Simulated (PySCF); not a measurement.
## AlCl: a composite coupled-cluster calculation

State: ¹Σ⁺, singlet, closed shell. De refers to Al + Cl. RHF-based CCSD(T) in PySCF 2.14 with Al cc-pV(T+d)Z, Cl cc-pV(T+d)Z and Al cc-pV(Q+d)Z, Cl cc-pV(Q+d)Z (frozen core orbitals: 10; no relativity). Correlation energies are extrapolated as n⁻³ (n = 3, 4), Hartree–Fock as (n+1)·exp(−9√n). CV is the change on freezing 2 orbitals instead, in Al cc-pwCVTZ, Cl cc-pwCVTZ. SR is the spin-free X2C energy in Al cc-pVTZ-DK, Cl cc-pVTZ-DK less the non-relativistic one in Al cc-pVTZ, Cl cc-pVTZ.

```csv
Level,Re (Å),ωe (cm⁻¹),ωexe (cm⁻¹),αe (cm⁻¹),De (eV)
CCSD(T)/TZ,2.1474,482.7,1.95,0.00149,5.070
CCSD(T)/QZ,2.1410,482.9,2.07,0.00156,5.214
HF/CBS,2.1451,476.4,2.19,0.00162,4.013
MP2/CBS,2.1386,483.1,2.11,0.00159,5.512
CCSD/CBS,2.1364,485.4,2.14,0.00159,5.178
CCSD(T)/CBS,2.1386,483.2,2.12,0.00159,5.316
CCSD(T)/CBS+CV,2.1335,483.5,2.13,0.00160,5.328
CCSD(T)/CBS+CV+SR,2.1331,482.7,2.12,0.00160,5.318
```

How much is left between CCSD(T)/QZ and the basis-set limit, and how much do the triples give at the limit?

CCSD(T)/CBS less CCSD(T)/QZ: -2.4 mÅ in Re, +0.3 cm⁻¹ in ωe and +0.102 eV in De. CCSD(T)/CBS less CCSD/CBS: +2.2 mÅ in Re, -2.2 cm⁻¹ in ωe and +0.138 eV in De.

What do the later terms add?

CV: -5.1 mÅ in Re, +0.3 cm⁻¹ in ωe and +0.012 eV in De; SR: -0.4 mÅ in Re, -0.8 cm⁻¹ in ωe and -0.010 eV in De, each against the row above.

Measured (Huber and Herzberg, Constants of Diatomic Molecules (1979)): Re = 2.130113 Å, ωe = 481.3 cm⁻¹, ωexe = 1.95 cm⁻¹. The last row is off by 2.9 mÅ and 1.4 cm⁻¹.

The T1 diagnostic is 0.012. The open-shell atoms are computed with UHF. Spin–orbit coupling, excitations beyond (T) and corrections to the Born–Oppenheimer picture are left out.

The whole job (state search and all basis sets along the bond) took about 7.5 min on 4 threads of Arm Neoverse V2 (shared host), peak memory 4.5 GiB.
